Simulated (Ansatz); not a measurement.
# Other spins and charges of NO⁺, singlet at one geometry

Geometry (PBE0/def2-TZVP stationary point for this spin):

```xyz
2

N     0.0000    0.0000    0.0000
O     0.0000    0.0000    1.0537
```

Basis 6-31G; Ansatz 0.2.0. Correlated methods freeze the noble-gas cores. R marks a restricted (for open shells ROHF) determinant, U an unrestricted one.

Gaps are energies of the second state less the first, at fixed atoms, for a selection of the levels run; each method lands on the state that its own search finds for that charge and spin.

Unrestricted rows (U, and Kohn–Sham where it breaks symmetry) aren't spin-pure: their determinants' ⟨S²⟩ exceeds S(S+1) by up to 0.26, so they mix in states of higher spin. A value is left out where its run failed or describes another state than the reference as far as symmetry and spin tell, or, spin-broken singlets apart, can't be checked.

Triplet less singlet: 7.581 eV at full CI (singlet A1, triplet B1, in C2v).

| level | gap (eV) | error (meV) | ⟨S²⟩ where 0.1 over S(S+1) (first / second) |
| --- | --- | --- | --- |
| RMP2 | 8.128 | 547 | – / – |
| UCCSD | 7.451 | -130 | – / 2.26 |
| RCCSD(T) | 7.589 | 8 | – / – |
| BCCD(T) | 7.590 | 9 | – / – |
| RCCSDT | 7.571 | -10 | – / – |
| UCCSDT | 7.568 | -13 | – / 2.26 |
| UCCSDTQ | 7.577 | -4 | – / 2.26 |
| PBE | 7.309 | -272 | – / – |
| B3LYP | 7.293 | -288 | – / – |
| wB97M-V | 7.622 | 41 | – / – |

In so small a basis the reference is far from its limit while semilocal and hybrid functionals are nearer theirs, so the functionals' errors here hold much of the reference's basis and frozen-core error, which can add to them or hide them.

Full CI is exact within this basis and frozen core; it isn't the basis-set limit. The frozen core follows each run's orbitals, which can shift R against U totals by a few meV.
